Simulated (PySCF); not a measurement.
**SiH2O2 (SMILES O[Si]O): BHLYP/aug-cc-pVDZ**

Aim: the energy change on altering one bond length of SiH2O2 at BHLYP/aug-cc-pVDZ, from 2 runs. The job is set up through a Python script.

The results are computed with PySCF 2.14.0.

1 further run of the same task is left out (set aside as unsound or not needed).

## (1) The structure to begin with

SiH2O2 has 5 atoms, charge 0, and is taken as a singlet. SMILES: `O[Si]O`. The shape is that of a PBE0-D4/def2-TZVP optimisation. This is one conformer, not always the lowest.

Bond lengths: O1–Si2 1.642 Å, Si2–O3 1.663 Å, O1–H4 0.964 Å, O3–H5 0.960 Å. Angles: O1–Si2–O3 99.4°, Si2–O1–H4 117.5°, Si2–O3–H5 116.1°.

## (2) The energy at BHLYP/aug-cc-pVDZ

The input, input.py:

```python
from pyscf import gto, dft

system = gto.Mole()
system.atom = '''
O   -1.443200  -0.105600  -0.275000
Si  -0.212000  -0.791300   0.567700
O    1.036000   0.187500   0.068600
H   -1.231900   0.648900  -0.836100
H    1.901100  -0.013100   0.433400
'''
system.verbose = 3
system.charge = 0
system.max_memory = 1860
system.basis = 'aug-cc-pvdz'
system.build()

ks = dft.RKS(system, xc='bhandhlyp')
ks.grids.level = 5
ks.conv_tol = 1e-10
ks.kernel()
if not ks.converged:
    ks = ks.newton().run(ks.mo_coeff, ks.mo_occ)

e_final = ks.e_tot
print('E = %.10f Eh' % e_final)
```

Command:

```bash
$ OMP_NUM_THREADS=1 python input.py
```

What it wrote:

```text
converged SCF energy = -441.152854863529
E = -441.1528548635 Eh
```

Run time: 16 s. Hardware: 1 thread of Intel Xeon at 2.70GHz, shared host; peak memory 0.44 GiB.

## (3) The distorted shape, same level

The input, geometry.xyz:

```xyz
5
H2O2Si
O     -1.875757    -0.005298    -0.457403
Si    -0.644557    -0.690998     0.385297
O      0.603443     0.287802    -0.113803
H     -1.664457     0.749202    -1.018503
H      1.901100    -0.013100     0.433400
```

The input, job.py:

```python
from pyscf import gto, dft

mol = gto.M(
    atom='geometry.xyz',
    charge=0,
    max_memory=1860,
    verbose=3,
    basis='aug-cc-pvdz',
    spin=0,
)

mf = dft.RKS(mol, xc='bhandhlyp')
mf.conv_tol = 1e-10
mf.grids.level = 5
mf.kernel()
if not mf.converged:
    mf = mf.newton().run(mf.mo_coeff, mf.mo_occ)

etot = mf.e_tot
print('E(%s) = %.9f' % ('BHLYP', etot))
```

Command:

```bash
$ OMP_NUM_THREADS=1 python job.py
```

What it wrote:

```text
converged SCF energy = -441.056410658735
E(BHLYP) = -441.056410659
```

Run time: 15 s. Hardware: 1 thread of Intel Xeon at 2.70GHz, shared host; peak memory 0.44 GiB.

## (4) Summary of results

Level: BHLYP/aug-cc-pVDZ.

| quantity | value |
| --- | --- |
| first shape: total energy | -441.15285 Eh |
| first shape: dipole moment | 1.78 D |
| first shape: HOMO energy | -8.24 eV |
| first shape: LUMO energy | -0.45 eV |
| first shape: HOMO–LUMO gap | 7.80 eV |
| distorted shape: total energy | -441.05641 Eh |
| distorted shape: dipole moment | 2.34 D |
| distorted shape: HOMO energy | -8.05 eV |
| distorted shape: LUMO energy | -1.63 eV |
| distorted shape: HOMO–LUMO gap | 6.42 eV |
| energy change with the O3–H5 bond stretched from 0.960 to 1.440 Å | 2.624 eV |

**Reading.** With the O3–H5 bond stretched from 0.960 to 1.440 Å the energy rises by 2.62 eV (253 kJ/mol). The first shape isn't relaxed at this level, so the change isn't measured from a minimum.
